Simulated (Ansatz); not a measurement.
Ansatz (a first-principles code) input (B3LYP-D3(BJ)/def2-TZVP):

Ansatz 0.2 input:
```yaml
crystal:
  periodic: [false, false, false]
  atoms:
    - {symbol: C, position_ang: [-0.01434651, -0.00014648, -0.11250392]}
    - {symbol: Cl, position_ang: [-0.03122828, 0.01097525, 1.61141308]}
    - {symbol: H, position_ang: [-0.03371751, 1.03195478, -0.50169138]}
    - {symbol: H, position_ang: [0.89674439, -0.49845106, -0.48362260]}
    - {symbol: H, position_ang: [-0.89493709, -0.53850620, -0.50076377]}
basis:
  gaussian:
    orbitals: def2-TZVP
hamiltonian:
  xc: b3lyp
  dispersion: d3bj
total_charge: 1
magnetization: {spin_polarized: true, initial_magnetization: 1}
relax: {f_tol: 0.002, max_steps: 150}
```

Output:

```
Functional definition: B3LYP
integrals: 0.02 GiB planned
575 factors; their error is unknown
mean field: 0.24 GiB planned
mean field evaluation 1: about -13590.0879 eV, gradient 4.5e1 eV
mean field evaluation 2: about -13577.7619 eV, gradient 5.9e1 eV
mean field evaluation 4: about -13598.6641 eV, gradient 2.8e0 eV
mean field evaluation 8: about -13598.6967 eV, gradient 7.7e-2 eV
mean field evaluation 16: about -13598.7183 eV, gradient 1.7e-3 eV
mean field evaluation 32: about -13598.7183 eV, gradient 4.0e-9 eV
mean field -13598.71831792 eV, -499.7436806413 hartree, gradient 6.9e-9 eV, S^2 0.753569; 2 other end points of the search recorded, 0 dependent functions left out
the calculation of the forces begins
reference -13598.71849883 eV, -499.7436872896 hartree; 13, 12 occupied and 73, 74 virtual orbitals, 575 factors
relax step   1: F+E_penalty+E_count = -13598.82268822 eV  Δ(F+E_penalty+E_count) = +0.000e0 eV  max|allowed force component| = 1.548e0 eV/Å  Δτ_max = 0.0000 Å  (188 SCF iters, accepted)
these checks for a lower state are left out or cut short: starts, cluster_reference, orbital_swaps, neighbouring_geometries, increment
integrals: 0.02 GiB planned
575 factors; their error is unknown
mean field: 0.24 GiB planned
mean field evaluation 64: about -13598.7832 eV, gradient 1.8e-1 eV
mean field -13598.78335922 eV, -499.7460708649 hartree, gradient 7.5e-6 eV, S^2 0.753569; 0 other end points of the search recorded, 0 dependent functions left out
the calculation of the forces begins
reference -13598.78354110 eV, -499.7460775488 hartree; 13, 12 occupied and 73, 74 virtual orbitals, 575 factors
relax step   2: F+E_penalty+E_count = -13598.88788911 eV  Δ(F+E_penalty+E_count) = -6.520e-2 eV  max|allowed force component| = 7.178e-1 eV/Å  Δτ_max = 0.0401 Å  (49 SCF iters, accepted)
these checks for a lower state are left out or cut short: starts, cluster_reference, orbital_swaps, neighbouring_geometries, increment
integrals: 0.02 GiB planned
575 factors; their error is unknown
mean field: 0.24 GiB planned
mean field -13598.79504331 eV, -499.7465002473 hartree, gradient 4.4e-6 eV, S^2 0.753579; 0 other end points of the search recorded, 0 dependent functions left out
the calculation of the forces begins
reference -13598.79522567 eV, -499.7465069489 hartree; 13, 12 occupied and 73, 74 virtual orbitals, 575 factors
relax step   3: F+E_penalty+E_count = -13598.89962760 eV  Δ(F+E_penalty+E_count) = -1.174e-2 eV  max|allowed force component| = 8.981e-2 eV/Å  Δτ_max = 0.0250 Å  (51 SCF iters, accepted)
these checks for a lower state are left out or cut short: starts, cluster_reference, orbital_swaps, neighbouring_geometries, increment
integrals: 0.02 GiB planned
575 factors; their error is unknown
mean field: 0.24 GiB planned
mean field evaluation 96: about -13598.7956 eV, gradient 4.6e-6 eV
mean field -13598.79562228 eV, -499.7465215240 hartree, gradient 4.6e-6 eV, S^2 0.753570; 0 other end points of the search recorded, 0 dependent functions left out
the calculation of the forces begins
reference -13598.79580482 eV, -499.7465282324 hartree; 13, 12 occupied and 73, 74 virtual orbitals, 575 factors
relax step   4: F+E_penalty+E_count = -13598.90018490 eV  Δ(F+E_penalty+E_count) = -5.573e-4 eV  max|allowed force component| = 5.961e-2 eV/Å  Δτ_max = 0.0065 Å  (51 SCF iters, accepted)
these checks for a lower state are left out or cut short: starts, cluster_reference, orbital_swaps, neighbouring_geometries, increment
integrals: 0.02 GiB planned
575 factors; their error is unknown
mean field: 0.24 GiB planned
mean field -13598.79575843 eV, -499.7465265274 hartree, gradient 4.6e-6 eV, S^2 0.753566; 0 other end points of the search recorded, 0 dependent functions left out
the calculation of the forces begins
reference -13598.79594100 eV, -499.7465332367 hartree; 13, 12 occupied and 73, 74 virtual orbitals, 575 factors
relax step   5: F+E_penalty+E_count = -13598.90031183 eV  Δ(F+E_penalty+E_count) = -1.269e-4 eV  max|allowed force component| = 1.640e-2 eV/Å  Δτ_max = 0.0019 Å  (52 SCF iters, accepted)
these checks for a lower state are left out or cut short: starts, cluster_reference, orbital_swaps, neighbouring_geometries, increment
integrals: 0.02 GiB planned
575 factors; their error is unknown
mean field: 0.24 GiB planned
mean field -13598.79576768 eV, -499.7465268675 hartree, gradient 9.0e-6 eV, S^2 0.753564; 0 other end points of the search recorded, 0 dependent functions left out
the calculation of the forces begins
reference -13598.79595025 eV, -499.7465335766 hartree; 13, 12 occupied and 73, 74 virtual orbitals, 575 factors
relax step   6: F+E_penalty+E_count = -13598.90032236 eV  Δ(F+E_penalty+E_count) = -1.053e-5 eV  max|allowed force component| = 3.242e-3 eV/Å  Δτ_max = 0.0009 Å  (44 SCF iters, accepted)
these checks for a lower state are left out or cut short: starts, cluster_reference, orbital_swaps, neighbouring_geometries, increment
integrals: 0.02 GiB planned
575 factors; their error is unknown
mean field: 0.24 GiB planned
mean field -13598.79577060 eV, -499.7465269747 hartree, gradient 1.2e-5 eV, S^2 0.753564; 0 other end points of the search recorded, 0 dependent functions left out
the calculation of the forces begins
reference -13598.79595316 eV, -499.7465336837 hartree; 13, 12 occupied and 73, 74 virtual orbitals, 575 factors
relax step   7: F+E_penalty+E_count = -13598.90032260 eV  Δ(F+E_penalty+E_count) = -2.432e-7 eV  max|allowed force component| = 2.591e-3 eV/Å  Δτ_max = 0.0003 Å  (38 SCF iters, accepted)
these checks for a lower state are left out or cut short: starts, cluster_reference, orbital_swaps, neighbouring_geometries, increment
integrals: 0.02 GiB planned
575 factors; their error is unknown
mean field: 0.24 GiB planned
mean field evaluation 128: about -13598.7958 eV, gradient 1.9e-5 eV
mean field -13598.79576965 eV, -499.7465269398 hartree, gradient 3.2e-6 eV, S^2 0.753564; 0 other end points of the search recorded, 0 dependent functions left out
the calculation of the forces begins
reference -13598.79595221 eV, -499.7465336489 hartree; 13, 12 occupied and 73, 74 virtual orbitals, 575 factors
relax step   8: F+E_penalty+E_count = -13598.90032286 eV  Δ(F+E_penalty+E_count) = -2.598e-7 eV  max|allowed force component| = 3.394e-4 eV/Å  Δτ_max = 0.0001 Å  (39 SCF iters, accepted)
integrals: 0.02 GiB planned
575 factors; their error is unknown
mean field: 0.24 GiB planned
mean field evaluation 160: about -13598.7958 eV, gradient 1.0e-5 eV
mean field -13598.79576965 eV, -499.7465269398 hartree, gradient 3.2e-6 eV, S^2 0.753564; 3 other end points of the search recorded, 0 dependent functions left out
the calculation of the forces begins
reference -13598.79595221 eV, -499.7465336489 hartree; 13, 12 occupied and 73, 74 virtual orbitals, 575 factors
Total energy: -13598.90050542 eV, -499.7503759085 hartree
Atom 0 at    -0.012536    -0.057923    -0.146140 Å, force    -0.000339    -0.000051    -0.000048 eV/Å
Atom 1 at    -0.031775     0.043321     1.592343 Å, force     0.000032    -0.000006    -0.000020 eV/Å
Atom 2 at    -0.034175     1.020272    -0.454067 Å, force     0.000124     0.000012     0.000003 eV/Å
Atom 3 at     0.936398    -0.479164    -0.480661 Å, force     0.000076     0.000051     0.000007 eV/Å
Atom 4 at    -0.935396    -0.520679    -0.498643 Å, force     0.000108    -0.000006     0.000058 eV/Å
Dipole moment:     0.002802     0.035038    -0.393492 e Å
```
